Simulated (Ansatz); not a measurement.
# [Br···H···Si], triplet along the distance Br1-H2

Starting geometry:

| atom | x (Å) | y (Å) | z (Å) |
| --- | --- | --- | --- |
| Br | 0.0000 | 0.0000 | -1.6789 |
| H | 0.0000 | 0.0000 | -0.2583 |
| Si | 0.0000 | 0.0000 | 1.9371 |

From there H2 is moved from one fragment to the other while all else, the fragments' distance too, stays fixed; atoms are numbered as listed. Energies are in eV, counted from the starting geometry at the same level. Kohn–Sham curves are unrestricted where that lies lower.

Basis cc-pVDZ; Ansatz 0.2.0. Correlated methods freeze the noble-gas cores and the filled d shells of p-block atoms. R marks a restricted (for open shells ROHF) determinant. No spin–orbit coupling is included, and no scalar relativity.

Full CI isn't at hand for all of this; RCCSDTQ serves as the reference, and is uncertain by about the last step of the cluster series.

```json
{"distance Br1-H2 (Å)": "1.421", "r2SCAN": "0.000"}
{"distance Br1-H2 (Å)": "1.529", "r2SCAN": "-0.042"}
{"distance Br1-H2 (Å)": "1.744", "r2SCAN": "0.113"}
{"distance Br1-H2 (Å)": "1.960", "r2SCAN": "0.252"}
{"distance Br1-H2 (Å)": "2.176", "r2SCAN": "0.586"}
```

Problem. Estimate the RCCSDTQ curve in cc-pVDZ from this one, knowing how r2SCAN errs.

Solution. The computed RCCSDTQ values, in eV from the starting point, and the error of r2SCAN against them:
| distance Br1-H2 (Å) | RCCSDTQ | r2SCAN less RCCSDTQ |
| --- | --- | --- |
| 1.421 | 0.000 | 0.000 |
| 1.529 | 0.043 | -0.084 |
| 1.744 | 0.341 | -0.228 |
| 1.960 | 0.498 | -0.245 |
| 2.176 | 0.742 | -0.156 |

The error spans 0.245 eV and is largest, -0.245 eV, at 1.960 Å.

In so small a basis the reference is far from its limit while semilocal and hybrid functionals are nearer theirs, so the functionals' errors here hold much of the reference's basis and frozen-core error, which can add to them or hide them.
